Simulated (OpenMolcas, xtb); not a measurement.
# C2H6B (SMILES [CH2]BC): the dipole moment, rung by rung

The species is C2H6B (9 atoms), meant as a doublet with charge 0. SMILES: `[CH2]BC`. The shape is that of a PBE0-D4/def2-TZVP optimisation. This is one conformer, not always the lowest.

```xyz
9

C    -0.8401    0.7433   -1.0235
B     0.1918    0.5408    0.0891
C     0.5250   -0.8601    0.6918
H    -1.4066   -0.0784   -1.4578
H    -1.0745    1.7149   -1.4506
H     0.7691    1.5066    0.5130
H    -0.0365   -1.6953    0.2675
H     1.5961   -1.0692    0.5764
H     0.3642   -0.8492    1.7771
```

Quantity: the dipole moment, in D. The values are calculated.

```csv
level,kind,program,value (D),CPU time
GFN1-xTB,semi-empirical,xtb,1.00,under 2 s
UHF/6-311+G**,Hartree–Fock,OpenMolcas,0.61,19 s
USVWN5/6-311+G**,LDA,OpenMolcas,0.81,58 s
UBLYP/6-311+G**,GGA,OpenMolcas,0.79,94 s
UTPSS/6-311+G**,meta-GGA,OpenMolcas,0.78,1.9 min
UBHLYP/6-311+G**,global hybrid,OpenMolcas,0.71,1.7 min
UM06-2X/6-311+G**,hybrid meta-GGA,OpenMolcas,0.76,1.9 min
```

The values span 0.61 to 1.00 D. Magnitudes only: a small dipole may point the other way at some levels. Times are those of the runs behind each value, whatever else they computed, on shared processors of several kinds: orders of magnitude only.
